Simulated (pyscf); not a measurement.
`[NH2][Si][Cl]` [singlet] + `[H][H]` -> `[NH2][SiH2][Cl]`, an insertion (singlet surface; H–H broken, H–Si, H–Si formed). Single points on ωB97X-D3(BJ)/def2-SVP structures (PySCF, gas phase). Energies in kJ/mol from the separated reactants.

Small-basis levels: PySCF, no dispersion term, spherical d functions. AM1 to PM7: differences of heats of formation from MOPAC, which are fitted to 298 K values and so differ in kind from electronic energies by zero-point and thermal terms. GFN2-xTB: tblite. Cost: rough CPU time at the saddle relative to B3LYP/6-31G*, from one job on a shared machine.

```tsv
level	barrier	reaction energy	cost
HF/6-31G*	245.5	-161.5	0.09
SVWN5/6-31G*	125.0	-150.4	1.0
BP86/6-31G*	171.0	-119.6	1
B3LYP/LANL2DZ	220.0	-96.4	0.7
M06-2X/6-31G*	192.1	-135.1	2
B3LYP/6-311+G**	180.9	-124.8	2
GFN2-xTB	191.5	-208.8	under 0.02
PM6	184.7	-104.0	under 0.02
PM7	30.2	-100.0	under 0.02
ωB97M-D3(BJ)/def2-TZVP	177.3	-136.5	–
```

Against the last row the barrier runs from -147.1 (PM7) to +68.2 kJ/mol (HF/6-31G*). ωB97M-D3(BJ)/def2-TZVP has limits of its own. The same reactants have a lower exit, to :HSi–Cl [singlet] + NH₃ (barrier +146.3 kJ/mol at ωB97M-D3(BJ)/def2-TZVP, against +177.3 kJ/mol here). One saddle was located; it need not be the lowest between these sides.
